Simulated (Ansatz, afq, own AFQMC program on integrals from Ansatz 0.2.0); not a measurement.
Two steps: Ansatz 0.2.0 writes the Fock matrix and Cholesky factors of the valence space, and afq projects on them the lowest state that overlaps trial and start.

```yaml
crystal:
  periodic: [false, false, false]
  atoms:
    - {symbol: Si, position_ang: [0.000000, 0.000000, 1.481442]}
    - {symbol: C, position_ang: [0.000000, 0.000000, -0.201009]}
    - {symbol: H, position_ang: [0.000000, 0.000000, -1.280432]}
basis:
  gaussian: {orbitals: 6-31G}
magnetization: {spin_polarized: true, initial_magnetization: 1}
correlation: {method: ccsd_t, electrons: outside_noble_gas, hamiltonian_folder: ham}
```

```sh
$ ansatz run in.yaml --threads 1 --pin off --events-out ev --progress --plain --max-ram 1843MiB
```

afq runs on the folder ham with

```
--method free --trial cisd --walkers 160 --time-step 0.03 --max-blocks 80 --target-error 0.00036 --factor-cut 1e-05 --seed 6498 --times 0,0.3,0.6,1.2,1.8,2.4,3.6,4.8,6 --taylor-order 8
```

Times are imaginary, in 1/Eh. The walk had a cap of 530 s.

```
orbitals 18  electrons 5 4  factors 109 of 299
reference energy -327.20181194 Eh
CCSD correlation -0.13281407 Eh in 14 cycles, weight of the determinant in the CISD state 0.7761
repeat  energy at the last time / Eh  error
    10  -327.338338  0.000688
    20  -327.339721  0.000762
    30  -327.339793  0.000573
    40  -327.340014  0.000470
    50  -327.340172  0.000439
    60  -327.340087  0.000403
    70  -327.340291  0.000381
    80  -327.340324  0.000360
time / (1/Eh)  energy / Eh  error  mean overlap
  0.00  -327.334473  0.000150  1.2883
  0.30  -327.337134  0.000163  1.2835
  0.60  -327.338250  0.000198  1.2860
  1.20  -327.339643  0.000205  1.2912
  1.80  -327.339820  0.000207  1.2948
  2.40  -327.340285  0.000207  1.2950
  3.60  -327.340307  0.000281  1.2996
  4.80  -327.340486  0.000330  1.3226
  6.00  -327.340324  0.000360  1.3349
energy -327.340324 +/- 0.000360 Eh
```

Question: Estimate how long the walk took on 1 thread of AMD EPYC 9R45 96-Core Processor (Zen 5), with other jobs on the host.

Answer: 77 s of wall time.

The run passed its tests (error under three times the target), which doesn't prove that it has relaxed.

Against this walk (error 9.8 meV) on the same determinant: CCSD(T) 42.2 meV higher, CCSDT(Q) 6.1 meV lower (within the noise), CCSDTQ 5.5 meV lower (within the noise), full CI 7.3 meV lower (within the noise). The error is statistical, and a free projection of finite length keeps a remainder of its start. The determinant has ⟨S²⟩ = 1.15, so the low cluster orders mix in higher spin, and so can this walk. The determinant is a poor start (see the cautions), so the low cluster orders aren't to be relied on, and full CI is the sure value.

Cautions: remainder of the start not in the error; start is not spin pure; strong correlation (T1 0.082, weight of the determinant 0.78, largest double 0.17); unrestricted determinant spin contaminated (⟨S²⟩ 1.15 against 0.75).

CCSDT and higher add their correlation energy to the determinant of the CCSD(T) run, since their own runs factorise the integrals more tightly (a shift of under 2 meV). A walk keeps the symmetry of its determinant, which the program's search chose and which needn't be the lowest solution, so a lower state of the same spin and another symmetry isn't excluded.
